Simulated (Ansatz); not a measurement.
# FH3Si: the cost of one run

All numbers below are computed with Ansatz 0.2.0 (RKS PBE-D4/def2-SVP).

## 1. The structure to begin with

Bond lengths: Si1–H2 1.660 Å, Si1–H3 1.660 Å, Si1–F4 1.589 Å, Si1–H5 1.459 Å. Angles: H2–Si1–H3 35.4°, H2–Si1–F4 123.4°, H2–Si1–H5 123.4°, H3–Si1–F4 123.4°, H3–Si1–H5 123.4°, F4–Si1–H5 109.5°.

Structure file:

```xyz
5

Si    0.0000    0.0000    0.0000
H     0.9994    0.0000    1.3254
H     1.5827    0.0000    0.5009
F    -0.7489    1.2974   -0.5295
H    -0.6877   -1.1914   -0.4862
```

## 2. A restrained relaxation towards end A

Springs on the bonds that form and break draw the guess towards this end; the thresholds are loose.

input.yaml

```yaml
crystal:
  periodic: [false, false, false]
  atoms:
    - { symbol: Si, position_ang: [0.0, 0.0, 0.0] }
    - { symbol: H, position_ang: [0.9994, 0.0, 1.3254] }
    - { symbol: H, position_ang: [1.5827, 0.0, 0.5009] }
    - { symbol: F, position_ang: [-0.7489, 1.2974, -0.5295] }
    - { symbol: H, position_ang: [-0.6877, -1.1914, -0.4862] }
basis:
  gaussian: { orbitals: def2-SVP }
hamiltonian:
  xc: pbe
  dispersion: d4
relax:
  f_tol: 0.15
  max_steps: 25
  restrain:
    - { distance: [1, 2], at: 1.86, k: 30.0 }
    - { distance: [0, 1], at: 1.46, k: 30.0 }
    - { distance: [0, 2], at: 1.46, k: 30.0 }
output:
  orbitals: {}
```

Started as:

```bash
$ ansatz run input.yaml --threads 1 --pin off --max-ram 2048MiB --backend cpu --events-out ev --progress --plain --runs-dir out
```

**Question.** How long does this run take on 1 thread of Arm Neoverse V1, shared host, and how much memory does it need?

About 5.9 s, with a peak of 0.1 GiB.
